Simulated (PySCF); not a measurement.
# `F[C@H]1CS[C@@H]1F`, C₃H₄F₂S

Geometry:
```csv
atom,x (Å),y (Å),z (Å)
F1,-1.066,-0.379,-1.483
C2,-0.304,0.278,-0.557
C3,-0.823,0.152,0.873
S4,0.846,-0.252,1.512
C5,1.056,-0.374,-0.308
F6,2.105,0.318,-0.813
H7,-0.195,1.312,-0.900
H8,-1.501,-0.692,0.993
H9,-1.249,1.051,1.309
H10,1.138,-1.410,-0.649
```

Computed with PySCF, TDDFT wB97X-D/aug-cc-pVDZ circular dichroism and optical rotation, one conformer, gas phase. Geometry: GFN2-xTB.

Task: Draw the ECD and absorption spectra from the lowest 16 states, each a Gaussian of half-width 0.35 eV at 1/e height.

Result: 
| E (eV) | λ (nm) | Δε (L mol⁻¹ cm⁻¹) | ε (L mol⁻¹ cm⁻¹) |
| --- | --- | --- | --- |
| 4.50 | 276 | +0.18 | 1.62 |
| 4.65 | 267 | +0.51 | 4.6 |
| 4.80 | 258 | +1.00 | 9.01 |
| 4.95 | 250 | +1.36 | 12.2 |
| 5.10 | 243 | +1.28 | 11.5 |
| 5.25 | 236 | +0.83 | 7.54 |
| 5.40 | 230 | +0.37 | 3.95 |
| 5.55 | 223 | +0.07 | 6.24 |
| 5.70 | 218 | -0.26 | 33.2 |
| 5.85 | 212 | -1.23 | 146 |
| 6.00 | 207 | -3.76 | 447 |
| 6.15 | 202 | -7.93 | 962 |
| 6.30 | 197 | -11.53 | 1480 |
| 6.45 | 192 | -11.43 | 1710 |
| 6.60 | 188 | -7.34 | 1700 |
| 6.75 | 184 | -2.09 | 1720 |
| 6.90 | 180 | +2.09 | 1880 |
| 7.05 | 176 | +5.30 | 2120 |
| 7.20 | 172 | +8.20 | 2400 |
| 7.35 | 169 | +9.98 | 2630 |
| 7.50 | 165 | +8.96 | 2670 |
| 7.65 | 162 | +5.60 | 2650 |
| 7.80 | 159 | +3.41 | 2950 |
| 7.95 | 156 | +5.65 | 3680 |
| 8.10 | 153 | +11.02 | 4460 |
| 8.25 | 150 | +14.99 | 4790 |
| 8.40 | 148 | +15.38 | 4660 |
| 8.55 | 145 | +13.68 | 4430 |

Δε uses R in velocity form, ε uses f in length form. Only the states computed contribute, so the short-wavelength end is incomplete.
